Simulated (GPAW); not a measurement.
# NH2 (SMILES [NH2]), step by step

We compute a geometry optimisation (U-revPBE/plane waves), then vibrational wavenumbers (U-revPBE/plane waves) of NH2. 

The results are computed with GPAW 26.7.0.

5 further runs of the same task are left out: 5 that didn't finish.

### Step 1. The molecule

NH2 has 3 atoms, charge 0, and is taken as a doublet. As SMILES, `[NH2]`. All atoms were displaced at random from a relaxed shape. The run starts from this shape.

Bond lengths: N1–H2 0.993 Å, N1–H3 0.897 Å. Angles: H2–N1–H3 122.4°.

### Step 2. A structure relaxation at U-revPBE/plane waves (scalar-relativistic datasets, plane-wave cutoff 400 eV) (run 1)

mol.xyz reads:

```xyz
3

N      0.186096    -0.152422     0.166374
H      0.157953     0.838231     0.224212
H     -0.374096    -0.619801    -0.355531
```

mol.py reads:

```python
from ase.io import read, write
from ase.optimize import LBFGSLineSearch
from gpaw import GPAW, PW

# Geometry
molecule = read("mol.xyz")
molecule.center(vacuum=3.0)
molecule.set_initial_magnetic_moments([1.0, 0.0, 0.0])

# DFT calculator
calc = GPAW(mode=PW(400),
            xc="revPBE",
            symmetry="off",
            maxiter=150,
            occupations={"name": "fermi-dirac", "width": 0.0, "fixmagmom": True},
            txt="-")
molecule.calc = calc

opt = LBFGSLineSearch(molecule, trajectory="mol.traj")
converged = opt.run(fmax=0.03, steps=100)
print("Converged:", converged)
print(f"Final energy: {molecule.get_potential_energy():.5f} eV")
print(f"r(H2-N0): {molecule.get_distance(2, 0):.4f} Ang")
print(f"r(H1-N0): {molecule.get_distance(1, 0):.4f} Ang")
write("relaxed.xyz", molecule)
```

The run is started by

```sh
$ python mol.py > mol.log
```

The program printed:

```text
[...]
  mode=PW(ecut=400.0),
[...]
Number of symmetries: 1
[...]
  Number of IBZ points: 1
[...]
Cutoff: 400.0 eV
Spin-components: 2 (collinear spins)
Bands:           6
[...]
  Valence electrons: 7.0
[...]
  Grid points: [32 35 32]
  Charge: 0.0  # |e|
[...]
    cutoffs:
[...]
occupation numbers:
  Fixed magnetic moment: 1.000
[...]
xc functional:
  name: revPBE with 2 nearest neighbor stencil
[...]
|iter     |     time |      energy | eigst |  dens |  magmom |
[...]
|iter:   1| 00:00:01 |  -11.584713 | +0.62 |       |  +1.0004|
[...]
Converged in 11 steps
[...]
dipole moment: (-0.211423, 0.161581, -0.168951)  # |e|*Ang
Total magnetic moment: (0.000000, 0.000000, 1.000000)
[...]
Converged in 9 steps
[...]
Converged in 7 steps
[...]
Converged in 8 steps
[...]
Converged in 8 steps
[...]
|iter:   7| 00:00:13 |  -11.539146c| -7.74c| -4.33c|  +1.0000|
Converged in 7 steps
[...]
Energy contributions relative to reference atoms: (reference = -1508.479682)
Energy contributions:
  Kinetic:           3.598358
  Coulomb:          -4.337627
  Zero:             -0.038281
  External:          0.000000
  Xc:              -10.761596
  Entropy:           0.000000
  Spinorbit:         0.000000
  ----------------------------
  Free energy:     -11.539146
  Extrapolated:    -11.539146
[...]
Total magnetic moment: (0.000000, 0.000000, 0.999999)
Local magnetic moments
|        x |        y |         z |
|----------|----------|-----------|
| 0.000000 | 0.000000 |  0.327699 |  # N    0
| 0.000000 | 0.000000 | -0.006674 |  # H    1
| 0.000000 | 0.000000 | -0.006624 |  # H    2
Fermi levels: -2.482, -5.414
Eigenvalues  # (at kpt = [0.000, 0.000, 0.000])
| band index |      eig [eV] | occ [0-1] |      eig [eV] | occ [0-1] |
|------------|---------------|-----------|---------------|-----------|
|          0 |       -21.034 |     1.000 |       -19.774 |     1.000 |
|          1 |       -10.868 |     1.000 |       -10.520 |     1.000 |
|          2 |        -7.527 |     1.000 |        -6.978 |     1.000 |
|          3 |        -6.932 |     1.000 |        -3.896 |     0.000 |
|          4 |        -1.068 |     0.000 |        -0.908 |     0.000 |
|          5 |         1.482 |     0.000 |         1.585 |     0.000 |
Gap: 2.829 eV
Transition (v -> c):
[...]
Forces  # eV/Ang
|        x |        y |        z |
|----------|----------|----------|
| -0.00056 | -0.02710 |  0.00534 |  # N    0
|  0.01302 | -0.01109 |  0.01419 |  # H    1
| -0.00574 | -0.00839 | -0.00831 |  # H    2
Force computation time: 0.030  # s
LBFGSLineSearch:    6 hh:mm:ss      -11.539146        0.027629
Converged: True
Final energy: -11.53915 eV
r(H2-N0): 1.0551 Ang
r(H1-N0): 1.0552 Ang
```

Wall time 13 s (1 thread of AMD EPYC 9R45 (Zen 5), shared host); peak memory 0.21 GiB.

The path in brief:

| step | energy from the first frame kept (eV) | largest force (eV/Å) |
| --- | --- | --- |
| 0 | 0.0000 | 9.1773 |
| 1 | -0.6125 | 3.9325 |
| 2 | -0.7782 | 1.7348 |
| 3 | -0.8317 | 0.9428 |
| 4 | -0.8627 | 0.9104 |
| 5 | -0.8734 | 0.2643 |
| 6 | -0.8745 | 0.0276 |

After the run. Bond lengths: N1–H2 1.055 Å, N1–H3 1.055 Å. Angles: H2–N1–H3 100.2°.

### Step 3. The harmonic vibrations at U-revPBE/plane waves (scalar-relativistic datasets, plane-wave cutoff 400 eV, shape nonlinear) (run 2)

relaxed.xyz reads:

```xyz
3
Lattice="6.560192 0.0 0.0 0.0 7.458032 0.0 0.0 0.0 6.579743" Properties=species:S:1:pos:R:3:initial_magmoms:R:1:magmoms:R:1:forces:R:3 free_energy=-11.53914631272421 energy=-11.53914631272421 dipole="-0.23741384620830533 0.16678557220173806 -0.1910180272399188" magmom=0.999998987613094 pbc="F F F"
N        3.67211266       3.41868355       3.61496533       1.00000000       0.32769872      -0.00056165      -0.02710180       0.00534289
H        3.47805791       4.45265499       3.53303734       0.00000000      -0.00667404       0.01301577      -0.01109187       0.01419431
H        2.94290034       3.03893695       2.95376410       0.00000000      -0.00662424      -0.00573644      -0.00838700      -0.00831409
```

h2n_vib.py reads:

```python
from ase.io import read
from ase.thermochemistry import IdealGasThermo
from ase.vibrations import Vibrations
from gpaw import GPAW, PW

atoms = read('relaxed.xyz')
atoms.set_initial_magnetic_moments([1.0, 0.0, 0.0])

calc = GPAW(mode=PW(400),
            xc='revPBE',
            occupations={'name': 'fermi-dirac', 'width': 0.0, 'fixmagmom': True},
            convergence={'density': 1e-05},
            maxiter=150,
            symmetry='off',
            txt='h2n.txt')
atoms.calc = calc

energy = atoms.get_potential_energy()
vib = Vibrations(atoms, delta=0.01)
vib.run()
vib.summary()
freqs = vib.get_frequencies()
zpe = vib.get_zero_point_energy()

thermo = IdealGasThermo(vib_energies=vib.get_energies(), potentialenergy=energy, atoms=atoms, geometry='nonlinear',
                        symmetrynumber=2, spin=0.5, ignore_imag_modes=True)
H = thermo.get_enthalpy(200.0, verbose=False)
S = thermo.get_entropy(200.0, 1000.0, verbose=False)
G = thermo.get_gibbs_energy(temperature=200.0, pressure=1000.0)
```

The run is started by

```sh
$ python h2n_vib.py
```

The program printed:

```text
---------------------
  #    meV     cm^-1
---------------------
  0   12.5i    100.7i
  1    1.7i     13.5i
  2    6.8      54.9
  3    9.1      73.3
  4   15.0     120.8
  5   30.8     248.6
  6  186.7    1506.1
  7  401.7    3240.2
  8  412.9    3330.0
---------------------
Zero-point energy: 0.532 eV
Enthalpy components at T = 200.00 K:
===============================
Enthalpy components at T = 200.00 K:
===============================
E_pot                -11.539 eV
E_ZPE                  0.501 eV
Cv_trans (0->T)        0.026 eV
Cv_rot (0->T)          0.026 eV
Cv_vib (0->T)          0.000 eV
-------------------------------
U                    -10.987 eV
===============================
(C_v -> C_p)           0.017 eV
-------------------------------
H                    -10.970 eV
===============================

Entropy components at T = 200.00 K and P = 1000.0 Pa:
=================================================
{"":15s}{"S":13s}     {"T*S:13s}
S_trans (1 bar)    0.0014008 eV/K        0.280 eV
S_rot              0.0004269 eV/K        0.085 eV
S_elec             0.0000597 eV/K        0.012 eV
S_vib              0.0000000 eV/K        0.000 eV
S (1 bar -> P)     0.0003968 eV/K        0.079 eV
-------------------------------------------------
S                  0.0022842 eV/K        0.457 eV
=================================================

Free energy components at T = 200.00 K and P = 1000.0 Pa:
=======================
    H        -10.970 eV
 -T*S         -0.457 eV
-----------------------
    G        -11.426 eV
=======================
```

h2n.txt, shortened:

```text
[...]
  mode=PW(ecut=400.0),
[...]
Converged in 10 steps
[...]
dipole moment: (-0.235609, 0.167229, -0.191996)  # |e|*Ang
[...]
dipole moment: (-0.239278, 0.166289, -0.190057)  # |e|*Ang
Total magnetic moment: (0.000000, 0.000000, 1.000000)
Local magnetic moments
|        x |        y |         z |
|----------|----------|-----------|
| 0.000000 | 0.000000 |  0.327543 |  # N    0
| 0.000000 | 0.000000 | -0.006681 |  # H    1
| 0.000000 | 0.000000 | -0.006472 |  # H    2
Fermi levels: -2.481, -5.416
Eigenvalues  # (at kpt = [0.000, 0.000, 0.000])
| band index |      eig [eV] | occ [0-1] |      eig [eV] | occ [0-1] |
|------------|---------------|-----------|---------------|-----------|
|          0 |       -21.059 |     1.000 |       -19.801 |     1.000 |
|          1 |       -10.893 |     1.000 |       -10.545 |     1.000 |
|          2 |        -7.522 |     1.000 |        -6.972 |     1.000 |
|          3 |        -6.934 |     1.000 |        -3.899 |     0.000 |
|          4 |        -1.064 |     0.000 |        -0.904 |     0.000 |
|          5 |         1.488 |     0.000 |         1.593 |     0.000 |
Gap: 2.835 eV
Transition (v -> c):
[...]
Forces  # eV/Ang
|        x |        y |        z |
|----------|----------|----------|
|  0.15849 |  0.06520 |  0.14902 |  # N    0
|  0.01518 | -0.01668 |  0.01536 |  # H    1
| -0.16788 | -0.09468 | -0.15337 |  # H    2
Force computation time: 0.030  # s
timing:  # [seconds]
  Total:  34.505  # ━━━━━━━━━━━━━━━━━━━━━━━━━━━━━━━━━━━━━━━━━━━━━━━━━━━━━━━━━
  Init:    0.627  # ━
  SCF:    30.241  # ━━━━━━━━━━━━━━━━━━━━━━━━━━━━━━━━━━━━━━━━━━━━━━━━━━
  Forces:  0.594  # ━
  Move:    2.726  # ━━━━╸
```

It took 35 s on 1 thread of AMD EPYC 9R45 (Zen 5), shared host; peak memory 0.25 GiB.

### Step 4. Summary of results

| quantity | value |
| --- | --- |
| run 1, U-revPBE/plane waves: energy as printed (from the program's reference atoms) | -11.5391 eV |
| run 1, U-revPBE/plane waves: dipole moment | 1.67 D |
| run 1, U-revPBE/plane waves: HOMO energy (from the vacuum level) | -7.34 eV |
| run 1, U-revPBE/plane waves: LUMO energy (from the vacuum level) | -4.30 eV |
| run 2, U-revPBE/plane waves: lowest harmonic wavenumber | 1506 cm⁻¹ |
| run 2, U-revPBE/plane waves: highest harmonic wavenumber | 3330 cm⁻¹ |
| run 2, U-revPBE/plane waves: zero-point energy | 48.3 kJ/mol |
| run 2, U-revPBE/plane waves: ideal-gas entropy at 200 K and 1000 Pa (symmetry number 2 as used) | 52.7 cal/(mol K) |

The optimisation (run 1, U-revPBE/plane waves) took 6 steps and changed the energy by -0.874 eV. All 3 modes (run 2, U-revPBE/plane waves) are real, so the shape is a minimum at this level.
